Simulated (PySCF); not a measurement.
Molecule: `C`, CH$_{4}$.

Atoms are numbered as in `[CH4:1]` (H(Xn): hydrogen on atom n).

Geometry PBE0-D3(BJ)/def2-SVP throughout; GIAO in PySCF 2.14.0 with density-fitted response routines, gas phase, one conformer, non-relativistic; equivalent atoms averaged; functional PBE0.

(1) How do the absolute shieldings σ depend on the basis set? (ppm; last column core-seconds on shared hosts with different chips, so compare them loosely)

(2) Which nucleus moves most, in ppm?

(3) Taking the largest basis, pcSseg-3 (204 functions), as the yardstick, rank the others by their worst heavy-atom deviation.

Results:

(1) 
```csv
basis set,functions,C1,H(C1),core-s
STO-3G,9,225.3,32.06,0.3
6-31G,17,200.9,32.14,0.7
pcSseg-0,17,193.7,32.27,1.2
6-31G*,22,196.3,31.68,0.7
def2-SVP,34,197.2,31.11,0.8
cc-pVDZ,34,200.3,31.06,1.7
pcSseg-1,37,188.8,30.95,1.5
"6-311+G(2d,p)",51,192.2,31.34,1
def2-TZVP,55,192.2,31.30,1.1
aug-cc-pVDZ,59,199.8,31.17,2.3
IGLO-III,75,189.8,31.20,2.7
cc-pVTZ,86,192.7,31.09,3.2
pcSseg-2,92,189.7,31.03,1.2
pcSseg-3,204,189.3,31.00,11
```

(2) C1 (methane carbon): from 188.8 ppm with pcSseg-1 to 225.3 ppm with STO-3G. The smallest spread is 1.32 ppm, at H(C1). Proton shifts span only some 12 ppm, so a few tenths of a ppm matter as much there as several ppm in carbon.

(3) pcSseg-2 0.3 ppm (92 functions), IGLO-III 0.4 ppm (75 functions), pcSseg-1 0.5 ppm (37 functions), def2-TZVP 2.9 ppm (55 functions), 6-311+G(2d,p) 2.9 ppm (51 functions), cc-pVTZ 3.3 ppm (86 functions), pcSseg-0 4.4 ppm (17 functions), 6-31G* 6.9 ppm (22 functions), def2-SVP 7.9 ppm (34 functions), aug-cc-pVDZ 10.5 ppm (59 functions), cc-pVDZ 10.9 ppm (34 functions), 6-31G 11.5 ppm (17 functions), STO-3G 36.0 ppm (9 functions).

A small basis that lands close on one nucleus may do so by chance; judge by the trend and by all nuclei.
